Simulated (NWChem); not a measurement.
# One shape, several levels: H2O2 (hydrogen peroxide)

Wanted: a comparison of 6 runs (HF/STO-3G, HF/3-21G, M06-2X/6-311+G**, PBE/def2-SVP, revPBE/def2-TZVPP, CCSD/def2-TZVPP) of H2O2 (hydrogen peroxide). 

The calculation is run with NWChem 7.3.0.

## 1. Starting point

H2O2: 4 atoms, total charge 0, spin state singlet. SMILES: `OO`. Geometry: relaxed at PBE0-D4/def2-TZVP.

Bond lengths: O1–O2 1.426 Å, O1–H3 0.965 Å, O2–H4 0.965 Å. Angles: O1–O2–H4 101.1°, O2–O1–H3 101.1°.

## 2. Energy and gradient at HF/STO-3G (run 1)

run.py

```python
from ase import Atoms
from ase.calculators.nwchem import NWChem

molecule = Atoms(['O', 'O', 'H', 'H'], positions=[
    [-0.486800, -0.581100, 0.030600],
    [0.048300, 0.728400, 0.206900],
    [0.186400, -1.117000, 0.467400],
    [0.252100, 0.969800, -0.704900],
])

calc = NWChem(
    label='nw',
    theory='scf',
    memory='2200 mb',
    basis='STO-3G',
    basispar='spherical bse',
    scf={'nopen': '0', 'rhf': None, 'thresh': '1e-08', 'maxiter': '80'},
)
molecule.calc = calc

forces = molecule.get_forces()
print("Total energy (eV):", round(molecule.get_potential_energy(), 6))
print("forces (eV/A):")
for s, f in zip(molecule.symbols, forces):
    print(f"{s:2s} {f[0]:10.5f} {f[1]:10.5f} {f[2]:10.5f}")
print("dipole (e A):", molecule.get_dipole_moment().round(4))
```

Command:

```console
$ export ASE_NWCHEM_COMMAND="nwchem PREFIX.nwi > PREFIX.nwo"
$ python run.py
```

The program printed:

```text
Total energy (eV): -4047.980497
forces (eV/A):
O    -0.99003    3.18405   -0.97476
O    -1.18754   -2.45340    2.15366
H     1.71904   -1.33157    1.17309
H     0.45853    0.60097   -2.35199
dipole (e A): [ 0.2749 -0.0923 -0.1489]
```

The calculator wrote nw.nwi:

```
title "nw"

permanent_dir nw

scratch_dir nw

start nw

geometry units angstrom nocenter noautosym noautoz
  O  -4.8680000000000001e-01 -5.8109999999999995e-01 3.0599999999999999e-02
  O  4.8300000000000003e-02 7.2840000000000005e-01 2.0690000000000000e-01
  H  1.8640000000000001e-01 -1.1170000000000000e+00 4.6739999999999998e-01
  H  2.5209999999999999e-01 9.6980000000000000e-01 -7.0489999999999997e-01
end

memory 2200 mb

basis spherical bse noprint
   * library STO-3G
end

scf
  nopen 0
  rhf
  thresh 1e-08
  maxiter 80
end

task scf gradient
```

nw.nwo (excerpt; [...] marks lines left out):

```text
[...]
      One-electron energy =   -280.877846072399
[... 1 line left out ...]
 Nuclear repulsion energy =     37.283121474229
[... 20 lines left out ...]
                       ROHF Final Molecular Orbital Analysis
[... 123 lines left out ...]
     1   1 0 0      0.519405      0.000000     -5.800514
[...]
  wavefunction    =   RHF
                         RHF ENERGY GRADIENTS
    atom               coordinates                        gradient
                 x          y          z           x          y          z
   1 O      -0.919919  -1.098120   0.057826    0.019253  -0.061920   0.018956
   2 O       0.091274   1.376476   0.390984    0.023094   0.047711  -0.041882
   3 H       0.352245  -2.110824   0.883258   -0.033430   0.025895  -0.022813
   4 H       0.476400   1.832656  -1.332068   -0.008917  -0.011687   0.045739
[...]
```

Run time: 1.2 s. Hardware: 1 thread of Intel Xeon Platinum 8488C (Sapphire Rapids), shared host; peak memory 0.097 GiB.

## 3. Energy and gradient at HF/3-21G (run 2)

run.py

```python
from ase import Atoms
from ase.calculators.nwchem import NWChem

system = Atoms(['O', 'O', 'H', 'H'], positions=[
    [-0.486800, -0.581100, 0.030600],
    [0.048300, 0.728400, 0.206900],
    [0.186400, -1.117000, 0.467400],
    [0.252100, 0.969800, -0.704900],
])

calc = NWChem(
    label='h2o2',
    theory='scf',
    memory='2200 mb',
    basis='3-21G',
    basispar='spherical bse',
    scf={'nopen': '0', 'rhf': None, 'thresh': '1e-08', 'maxiter': '80', 'print': 'low'},
)
system.calc = calc

forces = system.get_forces()
print(f"energy = {system.get_potential_energy():.6f} eV")
print("forces (eV/A):")
for s, f in zip(system.symbols, forces):
    print(f"{s:2s} {f[0]:10.5f} {f[1]:10.5f} {f[2]:10.5f}")
```

Command:

```console
$ export ASE_NWCHEM_COMMAND="nwchem PREFIX.nwi > PREFIX.nwo"
$ python run.py
```

The program printed:

```text
energy = -4080.156728 eV
forces (eV/A):
O    -0.73631   -1.51860   -0.29933
O     0.64488    1.54883    0.34844
H     0.07693   -0.29305    0.20528
H     0.01445    0.26287   -0.25438
```

The calculator wrote h2o2.nwi:

```
title "h2o2"

permanent_dir h2o2

scratch_dir h2o2

start h2o2

geometry units angstrom nocenter noautosym noautoz
  O  -4.8680000000000001e-01 -5.8109999999999995e-01 3.0599999999999999e-02
  O  4.8300000000000003e-02 7.2840000000000005e-01 2.0690000000000000e-01
  H  1.8640000000000001e-01 -1.1170000000000000e+00 4.6739999999999998e-01
  H  2.5209999999999999e-01 9.6980000000000000e-01 -7.0489999999999997e-01
end

memory 2200 mb

basis spherical bse noprint
   * library 3-21G
end

scf
  nopen 0
  rhf
  thresh 1e-08
  maxiter 80
  print low
end

task scf gradient
```

h2o2.nwo:

```text
Northwest Computational Chemistry Package (NWChem) 7.3.0
             --------------------------------------------------------

           Job information
           ---------------

    nwchem branch   = 7.3.0
    use scalapack   = T
    input           = h2o2.nwi
    prefix          = h2o2.
    data base       = h2o2/h2o2.db
    status          = startup
    nproc           =        1

           Memory information
           ------------------

    heap     =     72089600 doubles =      550.0 Mbytes
    stack    =     72089597 doubles =      550.0 Mbytes
    global   =    144179200 doubles =     1100.0 Mbytes (distinct from heap & stack)
    total    =    288358397 doubles =     2200.0 Mbytes
    verify   = yes
    hardfail = no

           Directory information
           ---------------------

  0 permanent = h2o2
  0 scratch   = h2o2

                                NWChem Input Module
                                -------------------

                                       h2o2
                                       ----

[... 23 lines left out ...]
            Nuclear Dipole moment (a.u.)
[... 40 lines left out ...]
                                       h2o2

  ao basis        = "ao basis"
  functions       =    22
  atoms           =     4
  closed shells   =     9
  open shells     =     0
  charge          =   0.00
  wavefunction    = RHF
  input vectors   = atomic
  output vectors  = h2o2/h2o2.movecs
  use symmetry    = F
  symmetry adapt  = F

 Forming initial guess at       0.0s

 Starting SCF solution at       0.0s

       Final RHF  results
       ------------------

         Total SCF energy =   -149.942995354018
      One-electron energy =   -281.230846828620
      Two-electron energy =     94.004730000373
 Nuclear repulsion energy =     37.283121474229

        Time for solution =      0.1s

                              NWChem Gradients Module
                              -----------------------

                         RHF ENERGY GRADIENTS

    atom               coordinates                        gradient
                 x          y          z           x          y          z
   1 O      -0.919919  -1.098120   0.057826    0.014319   0.029532   0.005821
   2 O       0.091274   1.376476   0.390984   -0.012541  -0.030120  -0.006776
   3 H       0.352245  -2.110824   0.883258   -0.001496   0.005699  -0.003992
   4 H       0.476400   1.832656  -1.332068   -0.000281  -0.005112   0.004947

 Task  times  cpu:        0.2s     wall:        0.2s
 Total times  cpu:        0.2s     wall:        0.2s
```

Wall time 1.3 s (1 thread of Intel Xeon Platinum 8488C (Sapphire Rapids), shared host); peak memory 0.099 GiB.

Runs 3 to 5 aren't shown in full; the table further down has their settings and results.

## 4. The energy at CCSD/def2-TZVPP (run 6)

run.py

```python
from ase import Atoms
from ase.calculators.nwchem import NWChem

molecule = Atoms(['O', 'O', 'H', 'H'], positions=[
    [-0.486800, -0.581100, 0.030600],
    [0.048300, 0.728400, 0.206900],
    [0.186400, -1.117000, 0.467400],
    [0.252100, 0.969800, -0.704900],
])

calc = NWChem(
    label='mymol',
    theory='ccsd',
    memory='2200 mb',
    basis='def2-TZVPP',
    basispar='spherical bse',
    scf={'nopen': '0', 'rhf': None, 'thresh': '1e-08', 'maxiter': '80'},
    ccsd={'freeze': 'core 2', 'maxiter': '60'},
    task='energy',
)
molecule.calc = calc

print(f"energy = {molecule.get_potential_energy():.6f} eV")
```

Command:

```console
$ export ASE_NWCHEM_COMMAND="nwchem PREFIX.nwi > PREFIX.nwo"
$ python run.py
```

The program printed:

```text
energy = -4118.358729 eV
```

The calculator wrote mymol.nwi:

```
title "mymol"

permanent_dir mymol

scratch_dir mymol

start mymol

geometry units angstrom nocenter noautosym noautoz
  O  -4.8680000000000001e-01 -5.8109999999999995e-01 3.0599999999999999e-02
  O  4.8300000000000003e-02 7.2840000000000005e-01 2.0690000000000000e-01
  H  1.8640000000000001e-01 -1.1170000000000000e+00 4.6739999999999998e-01
  H  2.5209999999999999e-01 9.6980000000000000e-01 -7.0489999999999997e-01
end

memory 2200 mb

basis spherical bse noprint
   * library def2-TZVPP
end

scf
  nopen 0
  rhf
  thresh 1e-08
  maxiter 80
end
ccsd
  freeze core 2
  maxiter 60
end

task ccsd energy
```

mymol.nwo (excerpt; [...] marks lines left out):

```text
[...]
      One-electron energy =   -282.280657436096
[... 1 line left out ...]
 Nuclear repulsion energy =     37.283121474229
[... 27 lines left out ...]
                       ROHF Final Molecular Orbital Analysis
[... 195 lines left out ...]
 MP2 Corr. energy:             -0.492940726827846
[...]
             energy      energy      error      ampl     ampl      Block
[... 6 lines left out ...]
[...]
 Total CCSD energy:           -151.346893013445793
[...]
```

Run time: 86 s. Hardware: 1 thread of Intel Xeon Platinum 8488C (Sapphire Rapids), shared host; peak memory 0.15 GiB.

## 5. The series

```tsv
run	level	iteration cap	module	energy (Eh)	HOMO energy (eV)	LUMO energy (eV)	HOMO–LUMO gap (eV)	wall time
1	HF/STO-3G	80	scf	-148.760541	-9.92	13.16	23.08	1.2 s
2	HF/3-21G	80	scf	-149.942995	–	–	–	1.3 s
3	M06-2X/6-311+G**	100	dft	-151.535167	–	–	–	13 s
4	PBE/def2-SVP	100	dft	-151.269097	-5.65	-0.05	5.60	5.4 s
5	revPBE/def2-TZVPP	100	dft	-151.577442	-6.14	-0.61	5.53	11 s
6	CCSD/def2-TZVPP	80	ccsd	-151.346893	-13.10	3.62	16.72	86 s
```

## 6. Outcome

| quantity | value |
| --- | --- |
| run 6: total energy | -151.34689 Eh |
| run 6: HOMO energy (Hartree–Fock orbitals) | -13.10 eV |
| run 6: LUMO energy (Hartree–Fock orbitals) | 3.62 eV |
| run 6: HOMO–LUMO gap (Hartree–Fock orbitals) | 16.72 eV |
| run 6: correlation energy (2 core orbitals frozen) | -501.1 mEh |

Over runs 1, 4, 5 the dipole moment (its size) runs from 1.57 D (HF/STO-3G) to 1.83 D (PBE/def2-SVP). The two ends differ in method and basis. Over runs 1, 4, 5 the HOMO–LUMO gap runs from 5.53 eV (revPBE/def2-TZVPP) to 23.08 eV (HF/STO-3G). Totals of different functionals can't be ranked against each other. In run 1 the basis is minimal, so the values are rough. All runs together took 2 min, the longest 86 s.
